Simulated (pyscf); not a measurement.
Routes from NH₃ + F–SiH•–Cl

Candidate steps break at most two bonds and form at most two. Each was searched with GFN2-xTB (tblite) first. Optimised with ωB97X-D3(BJ)/def2-SVP in PySCF. Energies: ωB97M-D3(BJ)/def2-TZVP, kcal/mol, from the separated reactants, doublet surface; ΔG‡ with ideal gas, 1 atm, RRHO with modes under 100 cm⁻¹ raised to 100, one conformer, R ln 2 for chiral ones without a mode under 150 cm⁻¹.

| products | type | ΔE‡ | ΔE | ΔG‡ 298 K | ΔG‡ 900 K | ν‡ (cm⁻¹) |
|---|---|---|---|---|---|---|
| H₂N–SiH(F)–Cl + H• | substitution at N | 18.1 | -4.2 | 26.0 | 47.1 | 1795i |
| H₂N–SiH•–Cl + HF | four-centre exchange | 28.4 | +17.9 | 38.0 | 60.3 | 807i |

Row 1: On the reactant side the descent ends in a bound adduct, 9.5 kcal/mol under the separated species and 29.3 kcal/mol under the saddle at ωB97X-D3(BJ)/def2-TZVP. Row 2: On the reactant side the descent ends in a bound adduct, 9.9 kcal/mol under the separated species and 38.0 kcal/mol under the saddle at ωB97X-D3(BJ)/def2-TZVP. On the product side the descent ends in a bound adduct, 8.5 kcal/mol under the separated species and 19.6 kcal/mol under the saddle at ωB97X-D3(BJ)/def2-TZVP. 

Plain bond fissions and candidates not yet searched are not listed, and one of them may be faster. Each barrier is that of the saddle found; lower ones may exist.
